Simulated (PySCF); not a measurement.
Removing an electron from benzvalene

Benzvalene, C6H6.
Geometry (PBE0-D3(BJ)/def2-SVP, Å), atoms numbered from 1 in this order:
```
atom  x, y, z in Å
C1     1.2692    0.6509   -0.2268
C2     1.1814   -0.6552   -0.5104
C3    -0.2351   -1.0402   -0.1760
C4    -0.7333   -0.1580    0.9548
C5    -0.0954    1.0409    0.2757
C6    -1.1378    0.1614   -0.3917
H7     2.1254    1.3171   -0.3262
H8     1.9481   -1.3242   -0.8997
H9    -0.6272   -2.0530   -0.2985
H10   -1.2572   -0.3277    1.8961
H11   -0.3512    2.0550    0.5932
H12   -2.0936    0.3329   -0.8878
```

Level: B3LYP/def2-SVPD (PySCF). Frontier orbitals with their largest atomic shares (Löwdin; up to four atoms above 4 %):

```
orbital  ε (eV)                            main atoms
 HOMO−3   -9.83    C5 19 %, C3 19 %, C1 17 %, C2 17 %
 HOMO−2   -8.34    C3 25 %, C5 25 %, C4 19 %, C6 19 %
 HOMO−1   -7.56      C4 32 %, C6 32 %, C5 8 %, C3 8 %
   HOMO   -6.10                                     ?
   LUMO   -0.02      C2 30 %, C1 30 %, C6 7 %, C4 7 %
 LUMO+1    0.79  C6 15 %, C4 15 %, H12 14 %, H10 14 %
 LUMO+2    1.33   C5 16 %, C3 16 %, H11 16 %, H9 16 %
```

Task: What vertical ionisation energy does ΔSCF give, and how far is −ε(HOMO) from it?

Result: ΔSCF: 8.42 eV (813 kJ/mol; threshold wavelength 147 nm); ⟨S²⟩ of the doublet left behind is 0.753, against 0.75 for a pure doublet. −ε(HOMO) is 6.10 eV, 2.32 eV below it. For the exact functional −ε(HOMO) would equal the first vertical ionisation energy; B3LYP (global hybrid, 20 % exact exchange) falls short of its own ΔSCF value by 28 %.

Task: On which atoms does the HOMO lie?

Result: C1 (alkene CH carbon) 30 %, C2 (alkene CH carbon) 30 %, C6 (sp3 carbon at a ring junction) 8 %, C4 (sp3 carbon at a ring junction) 8 %, so no atom holds as much as 40 %. The HOMO−1 lies 1.46 eV lower.

Task: With α = 60.8 au, estimate the like-pair dispersion coefficient by London's formula C6 = (3/4)α²I.

Result: I = 0.3095 Eh, so C6 ≈ 858 au, a rough estimate.

Task: How many of the 10 lowest singlet excitations (vertical TDDFT, same level) lie below the ionisation energy?

Result: All 10; they run from 5.55 to 7.40 eV.

Task: What total energies stand behind the ΔSCF value?

Result: E(N) = -231.96819 Eh and E(N − 1) = -231.65872 Eh at the same geometry, 0.30947 Eh apart.

Isolated species at its PBE0-D3(BJ)/def2-SVP geometry, gas phase.

These values come from a run that also computed excited states and ΔSCF ions. On one thread of an Arm Neoverse V1, on a shared host, this took 42 s.
